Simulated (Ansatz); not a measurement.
**1T (CdI2-type) HfS₂: high-frequency dielectric constant by level of theory**

No measured value is used here.

```json
[
 {"level (code)": "LDA (Ansatz)", "value": "10.4 ± 0.06", "cell (Å³/atom)": "20.74"},
 {"level (code)": "PBE (Ansatz)", "value": "[?]", "cell (Å³/atom)": "26.42"},
 {"level (code)": "PBEsol (Ansatz)", "value": "9.02 ± 0.03", "cell (Å³/atom)": "22.15"},
 {"level (code)": "PBE-D3(BJ) (Ansatz)", "value": "9.04 ± 0.05", "cell (Å³/atom)": "21.65"},
 {"level (code)": "PBE-D3(BJ)+SOC (Ansatz)", "value": "9.07 ± 0.04", "cell (Å³/atom)": "21.61"},
 {"level (code)": "PBE-D4 (Ansatz)", "value": "[?]", "cell (Å³/atom)": "22.13"}
]
```

What belongs in the gaps?


- PBE (Ansatz, a quantum-chemistry and plane-wave program), value: 6.85 ± 0.03
- PBE-D4 (Ansatz), value: 8.71 ± 0.05

For crystals that are not cubic the mean over three axes is given.  Density-functional levels without +SOC have no spin–orbit coupling. A ± on a computed value is a rough bar: the spread of its extrapolation, a floor set from checks against published values, or a statistical error. LDA: LDA has no dispersion term either, though it tends to give short spacings of layers, chains or molecules. PBE, PBEsol: the cell comes from a level without a dispersion term, which matters for the spacing of layers, chains or molecules. Each level is taken at its own relaxed cell. Ansatz's density-functional and Hartree–Fock values are scalar-relativistic unless marked +SOC, with PAW data made under PBE.
